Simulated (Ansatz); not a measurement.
# What a trial cell of Ca4AlTl relaxes into

The calculation used DFT PBE, scalar-relativistic, plane waves, PAW (Ansatz 0.2.0). Cutoff 420 eV, Γ-centred k mesh, Gaussian smearing, no spin polarisation in the final step.

The start puts Ca4AlTl on the sites of a reported HoCdCu4 cell (F-43m, No. 216), with Al in place of Ho, Tl in place of Cd, Ca in place of Cu, at a guessed volume.

```
CELL_PARAMETERS angstrom
0.00000 4.18480 4.18480
4.18480 0.00000 4.18480
4.18480 4.18480 0.00000
ATOMIC_POSITIONS crystal
Ca 0.62577 0.12269 0.62577
Ca 0.62577 0.62577 0.12269
Ca 0.62577 0.62577 0.62577
Ca 0.12269 0.62577 0.62577
Al 0.25000 0.25000 0.25000
Tl 0.00000 0.00000 0.00000
```

Cell and atoms relax at zero pressure; the relaxation can't lower the symmetry of the start. After a coarse first stage the cell is made exact in the group found at 0.06 Å.

Energies over the elements count from the elements' standard structures at the same level, with no empirical corrections.

**Question.** Describe the relaxed structure.

**Answer.** It keeps F-43m (No. 216). Conventional cell: a = 9.484 Å. Ca has 6 Ca at 3.35–3.36 Å, 3 Al at 3.93 Å and 3 Tl at 3.93 Å; Al is coordinated by 12 Ca at 3.93 Å and 4 Tl at 4.11 Å; around Tl lie 12 Ca at 3.93 Å and 4 Al at 4.11 Å.

Space group F-43m (No. 216). a = 9.484 Å, b = 9.484 Å, c = 9.484 Å, α = 90.00°, β = 90.00°, γ = 90.00°
```tsv
atom	site	symmetry	x	y	z
Ca	16e	.3m	0.8753	0.3753	0.8753
Al	4d	-43m	0.2500	0.2500	0.7500
Tl	4a	-43m	0.0000	0.0000	0.0000
```

**Question.** What are its volume, energy, density and gap?

**Answer.** The volume per atom is 35.54 Å³, the density is 3.05 g/cm³ and the energy over the elements is 0.34 eV/atom. The gap on the 8×8×8 mesh is 0 eV (a metal).

The final run used a 8×8×8 mesh on its 6-atom cell and 0.10 eV smearing. The k mesh leaves about 4 meV/atom of noise in metals. Spin–orbit coupling is left out. A structure relaxed within its symmetry needn't be a true minimum. The steps took of the order of 90 core-seconds in all.

Cost: 3 runs of about 1.5 core-minutes in all, on Intel Xeon Platinum 8259CL (Skylake/Cascade Lake) (shared hosts).